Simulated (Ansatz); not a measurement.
**What each rung costs, and what it gives**

The pair of HF (SMILES F, atoms 1–2) and SiH3Cl (SMILES [SiH3]Cl, atoms 3–7), both closed shells, in one local arrangement (a lower one may exist), relaxed at PBE0-D4/def2-TZVP:

```tsv
atom	x (Å)	y (Å)	z (Å)
F1	-0.2647	-0.1622	-2.1564
H2	0.3106	-0.7835	-2.5199
Si3	-0.0280	0.1788	0.7913
Cl4	0.1915	0.3708	2.8329
H5	0.1427	1.5187	0.1916
H6	-1.3766	-0.3690	0.5339
H7	1.0247	-0.7536	0.3265
```

Interaction energies are counterpoise-corrected; the time is that of the whole pair.

Computed with Ansatz 0.2.0 (basis: as named in each row); correlated methods freeze the cores. B3LYP uses VWN-RPA correlation. Extrapolation: Hartree–Fock as exp(−7.88 √X), correlation as X^−2.97.

Times are rough, for one single point on 2 threads of a shared host (Arm Neoverse V1).

The estimate by CCSD(T) at an estimated basis limit (MP2 extrapolated from triple and quadruple zeta, plus CCSD(T) − MP2 in triple zeta) is -7.6 kJ/mol.

```tsv
method	basis	time (s)	interaction energy (kJ/mol)	method less estimate
HF	STO-3G	under 1	0.2	7.8
PBE-D4	STO-3G	under 1	-4.7	2.8
SPW92	def2-SVP	under 1	-14.7	-7.1
PBE-D4	def2-SVP	under 1	-9.3	-1.8
B3LYP-D4	6-31G	under 1	-9.4	-1.9
PBE0-D4	def2-SVP	under 1	-9.1	-1.6
CCSD(T)	def2-SVP	1	-4.8	2.8
PBE-D4	def2-TZVPPD	2	-7.5	0.0
revPBE-D4	def2-TZVPPD	2	-4.5	3.0
BLYP-D4	def2-TZVPPD	3	-5.1	2.5
HSE06-D4	def2-TZVPPD	3	-7.3	0.2
PBE0-D4	def2-TZVPPD	3	-7.4	0.2
B3LYP-D4	def2-TZVPPD	3	-6.4	1.2
wB97M-V	def2-SVP	4	-9.8	-2.2
r2SCAN-D4	def2-TZVPPD	5	-8.9	-1.4
B2PLYP	def2-TZVPPD	6	-5.0	2.5
wB97X-V	def2-TZVPPD	8	-8.2	-0.7
B97M-V	def2-TZVPPD	9	-8.7	-1.1
wB97M-V	def2-TZVPPD	10	-8.4	-0.9
MP2	def2-QZVPPD	19	-6.8	0.7
CCSD(T)	def2-TZVPPD	65	-6.4	1.1
```

No T1 diagnostic of these runs exceeds 0.011.
